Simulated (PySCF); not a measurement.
Species: oxygen, O2 (triplet state).
SMILES: `O=O`

Jobs on this species (2 atoms, 16 electrons) with PySCF (density fitting). Hardware of each: x86-64 server, one thread, on a shared host. Other jobs ran on the host; a repeat could differ by tens of per cent or more.

```
                                                         level and settings                                                                   work  basis functions  SCF cycles  wall time
                                         PBE0-D3(BJ)/def2-SVP, grid level 1                            geometry optimisation from a GFN2-xTB start               28           ?          ?
       UKS HF, IGLO-III on O, non-relativistic, mean-field spin-orbit, GIAO  unrestricted SCF, stability check, g, hyperfine, zero-field splitting               70           ?          ?
     UKS PBE0, IGLO-III on O, non-relativistic, mean-field spin-orbit, GIAO  unrestricted SCF, stability check, g, hyperfine, zero-field splitting               70           ?          ?
UKS CAM-B3LYP, IGLO-III on O, non-relativistic, mean-field spin-orbit, GIAO  unrestricted SCF, stability check, g, hyperfine, zero-field splitting               70           7      3.5 s
UKS BHandHLYP, IGLO-III on O, non-relativistic, mean-field spin-orbit, GIAO  unrestricted SCF, stability check, g, hyperfine, zero-field splitting               70           8      2.1 s
    UKS B3LYP, IGLO-III on O, non-relativistic, mean-field spin-orbit, GIAO  unrestricted SCF, stability check, g, hyperfine, zero-field splitting               70           9      2.6 s
      UKS PBE, IGLO-III on O, non-relativistic, mean-field spin-orbit, GIAO  unrestricted SCF, stability check, g, hyperfine, zero-field splitting               70          10      2.8 s
```

Fill in the missing figures.

- PBE0-D3(BJ)/def2-SVP, grid level 1; geometry optimisation from a GFN2-xTB start: 1.2 s, 18 SCF cycles
- UKS HF, IGLO-III on O, non-relativistic, mean-field spin-orbit, GIAO; unrestricted SCF, stability check, g, hyperfine, zero-field splitting: 1.4 s, 9 SCF cycles
- UKS PBE0, IGLO-III on O, non-relativistic, mean-field spin-orbit, GIAO; unrestricted SCF, stability check, g, hyperfine, zero-field splitting: 2.5 s, 7 SCF cycles

What do all jobs in the table cost together?

About 16 s; the longest takes about 22 % of that, and about 2.9 times as long as the shortest.
